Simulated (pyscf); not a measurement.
Thermochemistry of product channels of H₂N–SiH(NH₂)–Cl + OH• on the doublet surface, in kcal/mol, from ωB97M-D3(BJ)/def2-TZVP energies (ideal gas, 1 atm, RRHO with modes under 100 cm⁻¹ raised to 100, one conformer, R ln 2 for chiral ones without a mode under 150 cm⁻¹). Structures and frequencies: ωB97X-D3(BJ)/def2-SVP in PySCF.

```csv
products,ΔE,ΔH(298 K),ΔG(298 K),ΔG(600 K)
H₂N–Si•(NH₂)–Cl + H₂O,?,-20.4,-21.5,?
H₂N–Si(NH₂)(OH)–Cl + H•,-38.1,-39.5,-36.9,-34.6
```

Complete the blanks.


- H₂N–Si•(NH₂)–Cl + H₂O, ΔE: -22.8
- H₂N–Si•(NH₂)–Cl + H₂O, ΔG(600 K): -22.6

These are energies of the channels, which say nothing of barriers. Left out: orbital degeneracy and the spin-orbit lowering of OH.
